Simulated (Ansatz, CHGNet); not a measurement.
Elastic constant C13 (GPa) of solids drawn from the class of oxides, at two levels: the machine-learned potential CHGNet 0.3.0 (trained on PBE and PBE+U data), and PBE in Ansatz (plane waves, PAW).

| solid | CHGNet 0.3.0 | PBE | shift (%) |
|---|---|---|---|
| stishovite (SiO2) | 131 | 177 | +35 |
| A-type hexagonal La₂O₃ | 84.7 | 77.5 | -8.5 |
| rutile TiO₂ | 149 | 148 | -0.7 |
| rutile SnO₂ | 114 | 128 | +12.3 |
| corundum (α-Al2O3) | 121 | 106 | -12.4 |
| anatase TiO₂ (metastable phase) | 125 | 141 | +12.8 |

The shifts run from -12.4 % to +35 %, with a median of +5.8 %.

Over all 6 rows PBE is the larger in 3.

Ansatz's runs of these crystals have no spin polarisation.

Spin–orbit coupling is left out, also for the solids with elements from indium on (A-type hexagonal La2O3, rutile SnO2); its size isn't shown.

Each level is taken at its own relaxed cell. Ansatz's density-functional and Hartree–Fock values are scalar-relativistic unless marked +SOC, with PAW data made under PBE.

Ansatz is a program for electronic structure.
